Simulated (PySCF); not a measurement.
**Towards the basis-set limit for HF**

What constants does extrapolated CCSD(T) give for HF, and what does each step add?

Method: CCSD(T) on RHF, no relativity in the base curves; scalar relativity is added as a correction; program: PySCF 2.14.0.

1 further run of the same task is left out (set aside as unsound or not needed).

### Step 1. The job

| Item | Value |
| --- | --- |
| molecule | HF |
| state | singlet, unpaired electrons none |
| smaller basis | H aug-cc-pVTZ, F aug-cc-pVTZ |
| larger basis | H aug-cc-pVQZ, F aug-cc-pVQZ |
| frozen core orbitals | 1 |
| extrapolation | correlation as n⁻³ (n = 3, 4), Hartree–Fock as (n+1)·exp(−9√n) |
| corrections | core–valence correlation, scalar relativity |
| distances (Å) | 0.8137, 0.8507, 0.8877, 0.9247, 0.9616, 1.0079, 1.0541 |
| masses (u) | 1.0078, 18.9984 |
| dissociation limit | H + F |

Run with:

```console
$ OMP_NUM_THREADS=4 python comp.py task.json out
```

### Step 2. Coupled cluster at each distance

What does the calculation give? Wanted: for each run, Re; ωe; ωexe; αe; De.

The runs gave:

```csv
level,Re (Å),ωe (cm⁻¹),ωexe (cm⁻¹),αe (cm⁻¹),De (eV)
CCSD(T)/aug-cc-pVTZ(-PP),0.9210,4124.9,87.5,0.766,6.039
CCSD(T)/aug-cc-pVQZ(-PP),0.9177,4141.9,89.6,0.788,6.110
HF/CBS,0.8970,4472.5,84.3,0.749,4.219
MP2/CBS,0.9175,4145.9,88.9,0.787,6.363
CCSD/CBS,0.9136,4200.9,89.6,0.787,6.064
CCSD(T)/CBS,0.9165,4152.0,90.9,0.797,6.159
CCSD(T)/CBS+CV,0.9160,4156.1,91.0,0.798,6.168
CCSD(T)/CBS+CV+SR,0.9160,4153.2,91.0,0.798,6.160
```

The last step gives Re = 0.9160 Å, ωe = 4153.2 cm⁻¹ and De = 6.160 eV; the smaller basis alone is off from it by +4.9 mÅ and -0.12 eV. Near the minimum the mean field binds by 4.19 eV and correlation adds 1.96 eV of binding. T1 is 0.010. Spin–orbit coupling and excitations beyond (T) are left out.
